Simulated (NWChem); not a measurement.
Program: NWChem. System: F₄Si, charge 0, spin multiplicity 1, at a geometry optimised with PBE/def2-SVP. The structure started from a generated list of species. Level: RHF/aug-pcseg-1.

Job file:

```
start mol
memory heap 200 mb stack 900 mb global 1100 mb
geometry units angstroms nocenter noautoz
  F      0.000000    -1.308676    -0.925386
  Si     0.000000     0.000000    -0.000001
  F      0.000000     1.308676    -0.925386
  F      1.308676     0.000000     0.925387
  F     -1.308676     0.000000     0.925387
  symmetry group C2v
end
basis spherical
  * library aug-pcseg-1
end
scf
  rhf
  nopen 0
  maxiter 100
  thresh 1e-7
  semidirect memsize 60000000 filesize 0
end
task scf energy
```

Part of the output:

```
             Northwest Computational Chemistry Package (NWChem) 7.3.0
             --------------------------------------------------------

                                NWChem Input Module
                                -------------------

 Scaling coordinates for geometry "geometry" by  1.889725989
 (inverse scale =  0.529177249)

 Turning off AUTOSYM since
 SYMMETRY directive was detected!

                             Geometry "geometry" -> ""
                             -------------------------

 Output coordinates in angstroms (scale by  1.889725989 to convert to a.u.)

  No.       Tag          Charge          X              Y              Z
 ---- ---------------- ---------- -------------- -------------- --------------
    1 F                    9.0000     0.00000000    -1.30867600    -0.92538600
    2 Si                  14.0000     0.00000000     0.00000000    -0.00000100
    3 F                    9.0000     0.00000000     1.30867600    -0.92538600
    4 F                    9.0000     1.30867600     0.00000000     0.92538700
    5 F                    9.0000    -1.30867600     0.00000000     0.92538700

 Effective nuclear repulsion energy (a.u.)     264.6586811592

            Nuclear Dipole moment (a.u.)
            ----------------------------
        X                 Y               Z
 ---------------- ---------------- ----------------
     0.0000000000     0.0000000000     0.0000075589

      Symmetry information
      --------------------

 Group name             C2v
 Group number             16
 Group order               4
 No. of unique centers     3

      Symmetry unique atoms

     1    2    4


 Summary of "ao basis" -> "" (spherical)
 ------------------------------------------------------------------------------
       Tag                 Description            Shells   Functions and Types
 ---------------- ------------------------------  ------  ---------------------
 *                        aug-pcseg-1                 on all atoms

 Summary of "ao basis" -> "ao basis" (spherical)
 ------------------------------------------------------------------------------
       Tag                 Description            Shells   Functions and Types
 ---------------- ------------------------------  ------  ---------------------
 F                        aug-pcseg-1                9       23   4s3p2d
 Si                       aug-pcseg-1               11       27   5s4p2d

                                 NWChem SCF Module
                                 -----------------

  ao basis        = "ao basis"
  functions       =   119
  atoms           =     5
  closed shells   =    25
  open shells     =     0
  charge          =   0.00
  wavefunction    = RHF
  use symmetry    = T
  symmetry adapt  = T

 Summary of "ao basis" -> "ao basis" (spherical)
 ------------------------------------------------------------------------------
       Tag                 Description            Shells   Functions and Types
 ---------------- ------------------------------  ------  ---------------------
 F                        aug-pcseg-1                9       23   4s3p2d
 Si                       aug-pcseg-1               11       27   5s4p2d

      Symmetry analysis of basis
      --------------------------

        a1         45
        a2         16
        b1         29
        b2         29

 Forming initial guess at       0.1s

      Superposition of Atomic Density Guess
      -------------------------------------

 Sum of atomic energies:        -686.20386519

      Non-variational initial energy
      ------------------------------

 Total energy =    -686.944966
 1-e energy   =   -1483.686671
 2-e energy   =     532.083024
 HOMO         =      -0.663511
 LUMO         =      -0.013662

      Symmetry analysis of molecular orbitals - initial
      -------------------------------------------------

  Numbering of irreducible representations:

     1 a1          2 a2          3 b1          4 b2

  Orbital symmetries:

     1 a1          2 a1          3 b2          4 a1          5 b1
     6 a1          7 a1          8 b2          9 b1         10 a1
    11 a1         12 b2         13 b1         14 a1         15 a1
    16 b2         17 b1         18 a1         19 a2         20 a1
    21 b2         22 b1         23 a2         24 b2         25 b1
    26 a1         27 b1         28 b2         29 a1         30 a1
    31 b1         32 b2         33 a1         34 b1         35 a1

 Starting SCF solution at       1.2s

 ----------------------------------------------
         Quadratically convergent ROHF

 Convergence threshold     :          1.000E-07
 Maximum no. of iterations :          100
 Final Fock-matrix accuracy:          1.000E-09
 ----------------------------------------------

              iter       energy          gnorm     gmax       time
             ----- ------------------- --------- --------- --------
                 1     -686.7343708110  1.42D+00  2.93D-01      1.3
                 2     -686.8233892057  2.74D-01  9.82D-02      1.5
                 3     -686.8288699981  1.60D-02  5.61D-03      1.8
                 4     -686.8288893910  1.71D-04  6.42D-05      2.2
                 5     -686.8288893935  8.59D-09  2.48D-09      2.9

       Final RHF  results
       ------------------

         Total SCF energy =   -686.828889393464
      One-electron energy =  -1484.215304057920
      Two-electron energy =    532.727733505224
 Nuclear repulsion energy =    264.658681159232

        Time for solution =      1.7s

       Symmetry analysis of molecular orbitals - final
       -----------------------------------------------

  Numbering of irreducible representations:

     1 a1          2 a2          3 b1          4 b2

  Orbital symmetries:

     1 a1          2 b2          3 a1          4 b1          5 a1
     6 a1          7 b2          8 b1          9 a1         10 a1
    11 a1         12 b2         13 b1         14 a1         15 a1
    16 b2         17 b1         18 a1         19 a2         20 b2
    21 a1         22 b1         23 a2         24 b2         25 b1
    26 a1         27 b1         28 b2         29 a1         30 b2
    31 b1         32 a1         33 b1         34 b2         35 a1

             Final eigenvalues
             -----------------

              1
    1  -68.9713
    2  -26.3284
    3  -26.3284
    4  -26.3284
    5  -26.3284
    6   -6.3176
    7   -4.4363
    8   -4.4363
    9   -4.4363
   10   -1.6756
   11   -1.6431
   12   -1.6431
   13   -1.6431
   14   -0.8644
   15   -0.7821
   16   -0.7821
   17   -0.7821
   18   -0.7303
   19   -0.7303
   20   -0.7138
   21   -0.7138
   22   -0.7138
   23   -0.6836
   24   -0.6836
   25   -0.6836
   26    0.0445
   27    0.0468
   28    0.0468
   29    0.0468
   30    0.1788
   31    0.1788
   32    0.1788
   33    0.1901
   34    0.1901
   35    0.1901

                       ROHF Final Molecular Orbital Analysis
                       -------------------------------------

 Vector   23  Occ=2.000000D+00  E=-6.836086D-01  Symmetry=a2
              MO Center=  5.2D-15, -4.3D-16,  1.5D-05, r^2= 3.0D+00
   Bfn.  Coefficient  Atom+Function         Bfn.  Coefficient  Atom+Function
  ----- ------------  ---------------      ----- ------------  ---------------
     5      0.344401  1 F  px                55     -0.344401  3 F  px
    79      0.344406  4 F  py               102     -0.344406  5 F  py
     8      0.246846  1 F  px                58     -0.246846  3 F  px
    82      0.246849  4 F  py               105     -0.246849  5 F  py

 Vector   24  Occ=2.000000D+00  E=-6.836085D-01  Symmetry=b2
              MO Center=  9.9D-16, -9.7D-15, -4.5D-01, r^2= 2.8D+00
   Bfn.  Coefficient  Atom+Function         Bfn.  Coefficient  Atom+Function
  ----- ------------  ---------------      ----- ------------  ---------------
     7      0.344401  1 F  pz                57     -0.344401  3 F  pz
    10      0.246846  1 F  pz                60     -0.246846  3 F  pz
     6     -0.243535  1 F  py                56     -0.243535  3 F  py
    79      0.243528  4 F  py               102      0.243528  5 F  py
     9     -0.174552  1 F  py                59     -0.174552  3 F  py

 Vector   25  Occ=2.000000D+00  E=-6.836081D-01  Symmetry=b1
              MO Center=  1.1D-14, -1.3D-14,  4.5D-01, r^2= 2.8D+00
   Bfn.  Coefficient  Atom+Function         Bfn.  Coefficient  Atom+Function
  ----- ------------  ---------------      ----- ------------  ---------------
    80      0.344402  4 F  pz               103     -0.344402  5 F  pz
    83      0.246846  4 F  pz               106     -0.246846  5 F  pz
     5      0.243521  1 F  px                55      0.243521  3 F  px
    78     -0.243541  4 F  px               101     -0.243541  5 F  px
     8      0.174541  1 F  px                58      0.174541  3 F  px

 Vector   26  Occ=0.000000D+00  E= 4.450709D-02  Symmetry=a1
              MO Center= -7.4D-17,  3.4D-16, -1.4D-04, r^2= 1.3D+01
   Bfn.  Coefficient  Atom+Function         Bfn.  Coefficient  Atom+Function
  ----- ------------  ---------------      ----- ------------  ---------------
    28      1.687172  2 Si s                  4     -0.285976  1 F  s
    54     -0.285976  3 F  s                 77     -0.285992  4 F  s
   100     -0.285992  5 F  s                 27     -0.193725  2 Si s
    26      0.192573  2 Si s

 Vector   27  Occ=0.000000D+00  E= 4.684633D-02  Symmetry=b1
              MO Center= -6.2D-15,  1.4D-17, -3.1D-01, r^2= 2.3D+01
   Bfn.  Coefficient  Atom+Function         Bfn.  Coefficient  Atom+Function
  ----- ------------  ---------------      ----- ------------  ---------------
    38      1.380328  2 Si px                35     -0.527869  2 Si px
    77      0.338552  4 F  s                100     -0.338552  5 F  s
    84     -0.277652  4 F  px               107     -0.277652  5 F  px

 Vector   28  Occ=0.000000D+00  E= 4.684634D-02  Symmetry=b2
              MO Center=  7.2D-18,  4.0D-15,  3.1D-01, r^2= 2.3D+01
   Bfn.  Coefficient  Atom+Function         Bfn.  Coefficient  Atom+Function
  ----- ------------  ---------------      ----- ------------  ---------------
    39      1.380328  2 Si py                36     -0.527869  2 Si py
     4     -0.338552  1 F  s                 54      0.338552  3 F  s
    12     -0.277652  1 F  py                62     -0.277652  3 F  py

 center of mass
 --------------
 x =   0.00000000 y =   0.00000000 z =   0.00000018

 moments of inertia (a.u.)
 ------------------
         464.777382080897           0.000000000000           0.000000000000
           0.000000000000         464.777382080897           0.000000000000
           0.000000000000           0.000000000000         464.770940137686

  Mulliken analysis of the total density
  --------------------------------------

    Atom       Charge   Shell Charges
 -----------   ------   -------------------------------------------------------
    1 F    9     9.70   2.00  0.94  1.02  0.05  3.42  2.18  0.09  0.01  0.00
    2 Si  14    11.21   2.00  2.01  0.41 -0.87  0.04  6.01  0.94  0.09 -0.01  0.43  0.16
    3 F    9     9.70   2.00  0.94  1.02  0.05  3.42  2.18  0.09  0.01  0.00
    4 F    9     9.70   2.00  0.94  1.02  0.05  3.42  2.18  0.09  0.01  0.00
    5 F    9     9.70   2.00  0.94  1.02  0.05  3.42  2.18  0.09  0.01  0.00

       Multipole analysis of the density wrt the origin
       ------------------------------------------------

     L   x y z        total         open         nuclear
     -   - - -        -----         ----         -------
     0   0 0 0     -0.000000      0.000000     50.000000

     1   1 0 0     -0.000000      0.000000      0.000000
     1   0 1 0      0.000000      0.000000      0.000000
     1   0 0 1     -0.000007      0.000000      0.000008

     2   2 0 0    -24.810298      0.000000    110.086598
     2   1 1 0     -0.000000      0.000000      0.000000
     2   1 0 1      0.000000      0.000000      0.000000
     2   0 2 0    -24.810286      0.000000    110.086598
     2   0 1 1     -0.000000      0.000000      0.000000
     2   0 0 2    -24.810403      0.000000    110.089650

 Task  times  cpu:        2.9s     wall:        2.9s

 Total times  cpu:        2.9s     wall:        2.9s
```
